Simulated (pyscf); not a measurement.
AsH₃ + SiH₂ [singlet] -> H₂Si=AsH + H₂, a concerted two-bond exchange (singlet surface; As–H, As–H broken, As–Si, H–H formed). Structures and frequencies: ωB97X-D3(BJ)/def2-SVP in PySCF. Energies in eV from the separated reactants.

Small-basis levels: PySCF, no dispersion term, spherical d functions. 

Question: Quick HF/6-31G*+LANL2DZ single points give ΔE‡ = 2.09 eV and ΔE = -0.88 eV. What does ωB97M-D3(BJ)/def2-TZVP give, and how far is the quick result from it?

Answer: ωB97M-D3(BJ)/def2-TZVP gives ΔE‡ = 0.83 eV and ΔE = -1.09 eV. HF/6-31G*+LANL2DZ lies 1.26 eV over it in the barrier and 0.20 eV over it in the reaction energy, so on this step it does not hold to within 0.13 eV. ωB97M-D3(BJ)/def2-TZVP has limits of its own. On the reactant side the descent ends in an adduct with a As–Si contact, 0.50 eV under the separated species and 1.13 eV under the saddle at ωB97X-D3(BJ)/def2-TZVP. What is counted as formed (As–Si) is already present as a longer contact in the reactant adduct; forming that adduct is a step of its own. At ωB97X-D3(BJ)/def2-TZVP the barrier from the zero used here is 0.64 eV. The same reactants have a lower exit, to H₃Si–AsH₂ (barrier -0.40 eV at ωB97M-D3(BJ)/def2-TZVP, against +0.83 eV here). One saddle was located; it need not be the lowest between these sides. In the def2 sets elements up to Kr have no core potential.
